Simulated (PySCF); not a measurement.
## Static response to an electric field

Species: allene, C3H4.
Geometry (GFN2-xTB, Å), atoms numbered from 1 in this order:
```xyz
7
C3H4 angstrom
C     -1.293   -0.002    0.003
C      0.000    0.000   -0.004
C      1.294    0.004   -0.011
H     -1.858    0.622    0.677
H     -1.863   -0.629   -0.664
H      1.856    0.678   -0.637
H      1.867   -0.667    0.609
```

Level: wB97X-D/def2-SVPD (PySCF), static field, nuclei fixed, core orbitals frozen in the response. The polarisability tensor in these axes (au):

```
x   61.02  0.07 -0.18
y    0.07 28.28  0.00
z   -0.18  0.00 28.27
```

Question: Diagonalise the tensor; give its mean and Δα, where Δα² is half the sum of the squared differences of the eigenvalues.

Answer: Principal values 28.27, 28.28 and 61.02 au; mean 39.19 au = 5.81 Å³ = 6.46 × 10⁻⁴⁰ C²·m²/J; Δα = 32.75 au (84 % of the mean).

Question: What is the dipole moment?

Answer: 0.00 D; point group D2d allows none.

Question: Sum over states: ᾱ = Σ f/ω², ω in Eh. What share falls to these 8 lowest TDDFT singlets (eV, f)? 6.14, 0.0000; 6.38, 0.0000; 7.56, 0.0001; 7.58, 0.0382; 7.59, 0.0387; 8.18, 1.1764; 8.87, 0.0234; 8.88, 0.0233.

Answer: They add up to 14.44 au, 36.9 % of the 39.19 au; the largest single term is 13.01 au, from the state at 8.18 eV. Terms in order: 0.00, 0.00, 0.00, 0.49, 0.50, 13.01, 0.22, 0.22 au. Higher excitations give the rest. The strengths listed sum to 1.300.

Question: Molar refractivity from α?

Answer: Lorentz–Lorenz: R = (4π/3)N_A α = 2.5225 cm³/(mol·Å³) × 5.81 Å³ = 14.6 cm³/mol, in the limit of long wavelengths.

Question: Find the Langevin capture rate constant for NO+ (29.998 u) meeting this molecule (40.031 u), k = 2.342 × 10⁻⁹ cm³/s × √(α in Å³ / reduced mass in u).

Answer: The reduced mass is 17.15 u, so k = 1.36 × 10⁻⁹ cm³/s.

Geometry: GFN2-xTB; no solvent, vibrations or thermal averaging.

wB97X-D is run here without its empirical dispersion term; that term would change no orbital, density or response property at a fixed geometry.
